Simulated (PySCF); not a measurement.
PySCF input (TPSSh/def2-TZVPD):

```python
from pyscf import gto, scf, dft

mol = gto.M(
    atom='''
    C    -0.18331015    0.82218101   -0.00200557
    C     0.95939345    1.42913572   -0.00491648
    Cl   -0.32505073   -0.94519596    0.00290529
    H    -1.15024766    1.30588412   -0.00222400
    H     2.01961031    1.25454689   -0.00563361
    ''',
    basis='def2-tzvpd',
    charge=0,
    spin=1,
    verbose=4,
)

mf = dft.UKS(mol, xc='tpssh').density_fit(auxbasis='def2-universal-jkfit')
mf.grids.level = 3
mf.conv_tol = 1e-9
mf.max_cycle = 100
mf.max_memory = 1500
mf.kernel()
if not mf.converged:
    mf = mf.newton()
    mf.kernel(mf.make_rdm1())
for _ in range(2):
    mo, _, stable, _ = mf.stability(return_status=True)
    if stable:
        break
    mf.kernel(mf.make_rdm1(mo, mf.mo_occ))
mf.analyze()
```

End of the output:

```
Extra cycle  E= -537.569640362736  delta_E= -2.61e-11  |g|= 9.04e-06  |ddm|= 2.36e-05
converged SCF energy = -537.569640362736  <S^2> = 0.7657082  2S+1 = 2.015647
uhf_internal: lowest eigs of H = [0.16264478 0.20764742 0.29939323]
<class 'pyscf.df.df_jk.DFUKS'> wavefunction is stable in the internal stability analysis
**** SCF Summaries ****
Total Energy =                        -537.569640362735527
Nuclear Repulsion Energy =              80.685988136642450
One-electron Energy =                 -898.773102322562977
Two-electron Energy =                  280.517473823185014
Two-electron Coulomb Energy =          320.325400651985376
DFT Exchange-Correlation Energy =      -39.807926828800390
HOMO-LUMO gap [eV] =                     3.640037265334648
**** MO energy ****
                             alpha | beta                alpha | beta
MO #1   energy= -101.385926020501  | -101.384842427858  occ= 1 | 1
MO #2   energy= -10.1840423711032  | -10.1863051989802  occ= 1 | 1
MO #3   energy= -10.1610768006408  | -10.1444759026952  occ= 1 | 1
MO #4   energy= -9.38668161998425  | -9.38575462127439  occ= 1 | 1
MO #5   energy= -7.1361195169731   | -7.13308649929729  occ= 1 | 1
MO #6   energy= -7.12517461288621  | -7.1247972425886   occ= 1 | 1
MO #7   energy= -7.12494459973482  | -7.12417035343449  occ= 1 | 1
MO #8   energy= -0.853362225828949 | -0.846545152397027 occ= 1 | 1
MO #9   energy= -0.74300606703919  | -0.72243342985751  occ= 1 | 1
MO #10  energy= -0.577679556178119 | -0.563604981579207 occ= 1 | 1
MO #11  energy= -0.468295555793828 | -0.460790084436038 occ= 1 | 1
MO #12  energy= -0.447483510586594 | -0.431216035893208 occ= 1 | 1
MO #13  energy= -0.357812331091431 | -0.35676165912583  occ= 1 | 1
MO #14  energy= -0.30820752166148  | -0.304527677165066 occ= 1 | 1
MO #15  energy= -0.26961731199968  | -0.259332924786044 occ= 1 | 1
MO #16  energy= -0.257704632523309 | -0.123935729217198 occ= 1 | 0
MO #17  energy= -0.0319505717098352 | -0.0199257041500118 occ= 0 | 0
MO #18  energy= 0.00653128331033091 | 0.0130645250371708 occ= 0 | 0
MO #19  energy= 0.0147113747959877 | 0.0187480531135686 occ= 0 | 0
MO #20  energy= 0.0250340035259498 | 0.0310218446472575 occ= 0 | 0
MO #21  energy= 0.0508157323123221 | 0.0534121413128034 occ= 0 | 0
MO #22  energy= 0.0525051856136146 | 0.0562296505511278 occ= 0 | 0
MO #23  energy= 0.071823395381893  | 0.0754290117448951 occ= 0 | 0
MO #24  energy= 0.0938460794567208 | 0.0972686060684233 occ= 0 | 0
MO #25  energy= 0.110858905587391  | 0.124590518504644  occ= 0 | 0
MO #26  energy= 0.13571806618699   | 0.143405954789971  occ= 0 | 0
MO #27  energy= 0.143813225494166  | 0.148102294145644  occ= 0 | 0
MO #28  energy= 0.159366912603762  | 0.166242766493253  occ= 0 | 0
MO #29  energy= 0.161876366928701  | 0.171001932787583  occ= 0 | 0
MO #30  energy= 0.189762438709705  | 0.19289571884141   occ= 0 | 0
MO #31  energy= 0.204674760501733  | 0.210258399946602  occ= 0 | 0
MO #32  energy= 0.208487561139326  | 0.215605206541884  occ= 0 | 0
MO #33  energy= 0.220462980053535  | 0.224737453184866  occ= 0 | 0
MO #34  energy= 0.233925269734426  | 0.238716031873911  occ= 0 | 0
MO #35  energy= 0.241639641471645  | 0.250053926083372  occ= 0 | 0
MO #36  energy= 0.251414175254979  | 0.256895501468416  occ= 0 | 0
MO #37  energy= 0.25353941683679   | 0.257522383855923  occ= 0 | 0
MO #38  energy= 0.260764053648569  | 0.266593408473787  occ= 0 | 0
MO #39  energy= 0.279096178532644  | 0.285505495285203  occ= 0 | 0
MO #40  energy= 0.296468878622804  | 0.30180451930379   occ= 0 | 0
MO #41  energy= 0.318194575134624  | 0.325780554600346  occ= 0 | 0
MO #42  energy= 0.32880550354834   | 0.331492996896892  occ= 0 | 0
MO #43  energy= 0.333168671317969  | 0.340547774647014  occ= 0 | 0
MO #44  energy= 0.34495892233936   | 0.349633675674284  occ= 0 | 0
MO #45  energy= 0.3722287434097    | 0.377337851489163  occ= 0 | 0
MO #46  energy= 0.387700955298209  | 0.392559522673081  occ= 0 | 0
MO #47  energy= 0.388356237087662  | 0.405284709392469  occ= 0 | 0
MO #48  energy= 0.422950887880454  | 0.426971853284351  occ= 0 | 0
MO #49  energy= 0.461724254790397  | 0.471150753760456  occ= 0 | 0
MO #50  energy= 0.476778531248159  | 0.483160426254284  occ= 0 | 0
MO #51  energy= 0.491430345639475  | 0.50582000115436   occ= 0 | 0
MO #52  energy= 0.510102579546634  | 0.518510121907822  occ= 0 | 0
MO #53  energy= 0.536193378364353  | 0.541614452357354  occ= 0 | 0
MO #54  energy= 0.561449858870227  | 0.565057598338296  occ= 0 | 0
MO #55  energy= 0.575615517687078  | 0.579390468339414  occ= 0 | 0
MO #56  energy= 0.577678851278427  | 0.579717730475173  occ= 0 | 0
MO #57  energy= 0.626161976923355  | 0.63434175590216   occ= 0 | 0
MO #58  energy= 0.638196107212826  | 0.646234429223241  occ= 0 | 0
MO #59  energy= 0.65013771723857   | 0.660244232063368  occ= 0 | 0
MO #60  energy= 0.68254182022509   | 0.691805438752734  occ= 0 | 0
MO #61  energy= 0.690429226019648  | 0.69626915727447   occ= 0 | 0
MO #62  energy= 0.692700161961179  | 0.697899081438437  occ= 0 | 0
MO #63  energy= 0.697005434292637  | 0.70784257377895   occ= 0 | 0
MO #64  energy= 0.754584780341727  | 0.764083692090414  occ= 0 | 0
MO #65  energy= 0.762990495278055  | 0.778897891880006  occ= 0 | 0
MO #66  energy= 0.768725644739299  | 0.794200723979439  occ= 0 | 0
MO #67  energy= 0.792262151556275  | 0.797920855820709  occ= 0 | 0
MO #68  energy= 0.83909703860774   | 0.8694366817164    occ= 0 | 0
MO #69  energy= 0.866593119375178  | 0.874947418083055  occ= 0 | 0
MO #70  energy= 1.01503415243165   | 1.03623977632717   occ= 0 | 0
MO #71  energy= 1.02929970192632   | 1.04571508881453   occ= 0 | 0
MO #72  energy= 1.10824708877141   | 1.11438512037149   occ= 0 | 0
MO #73  energy= 1.12223518072109   | 1.14062892509577   occ= 0 | 0
MO #74  energy= 1.15348676212388   | 1.16414793024645   occ= 0 | 0
MO #75  energy= 1.28458605547619   | 1.3004565281702    occ= 0 | 0
MO #76  energy= 1.36582983550482   | 1.3732807032995    occ= 0 | 0
MO #77  energy= 1.43269224559844   | 1.4486752871575    occ= 0 | 0
MO #78  energy= 1.47109035288586   | 1.4807927971726    occ= 0 | 0
MO #79  energy= 1.64546209791203   | 1.66570028228022   occ= 0 | 0
MO #80  energy= 1.72302715710367   | 1.75881139425199   occ= 0 | 0
MO #81  energy= 1.74636772999322   | 1.76356834380443   occ= 0 | 0
MO #82  energy= 1.80798429134467   | 1.818882496685     occ= 0 | 0
MO #83  energy= 1.80958471855193   | 1.82448242506101   occ= 0 | 0
MO #84  energy= 1.82315558000022   | 1.84559447136506   occ= 0 | 0
MO #85  energy= 1.8851221427445    | 1.89449433951299   occ= 0 | 0
MO #86  energy= 1.90302963160985   | 1.91584519890509   occ= 0 | 0
MO #87  energy= 1.91975221424231   | 1.9246746728777    occ= 0 | 0
MO #88  energy= 1.92905204313674   | 1.93194406129069   occ= 0 | 0
MO #89  energy= 1.92925952444366   | 1.93295448559217   occ= 0 | 0
MO #90  energy= 1.97252324047125   | 1.98151220807727   occ= 0 | 0
MO #91  energy= 2.01848974907839   | 2.02483578007808   occ= 0 | 0
MO #92  energy= 2.03378050698497   | 2.05119244253273   occ= 0 | 0
MO #93  energy= 2.08374184063884   | 2.09091174400898   occ= 0 | 0
MO #94  energy= 2.08927957039913   | 2.10274226661362   occ= 0 | 0
MO #95  energy= 2.10666383269985   | 2.11069868557261   occ= 0 | 0
MO #96  energy= 2.19376421494079   | 2.20026045423083   occ= 0 | 0
MO #97  energy= 2.19924487898832   | 2.21215573224681   occ= 0 | 0
MO #98  energy= 2.23778810122408   | 2.24266127212576   occ= 0 | 0
MO #99  energy= 2.28677228266145   | 2.30330424409553   occ= 0 | 0
MO #100 energy= 2.40249326055266   | 2.41061515280182   occ= 0 | 0
MO #101 energy= 2.46042112333006   | 2.46435516883225   occ= 0 | 0
MO #102 energy= 2.47211176520167   | 2.49206846351129   occ= 0 | 0
MO #103 energy= 2.54081214018711   | 2.55148142087809   occ= 0 | 0
MO #104 energy= 2.57156482895055   | 2.58654643841323   occ= 0 | 0
[...]
```

It need not be the lowest isomer of its formula.
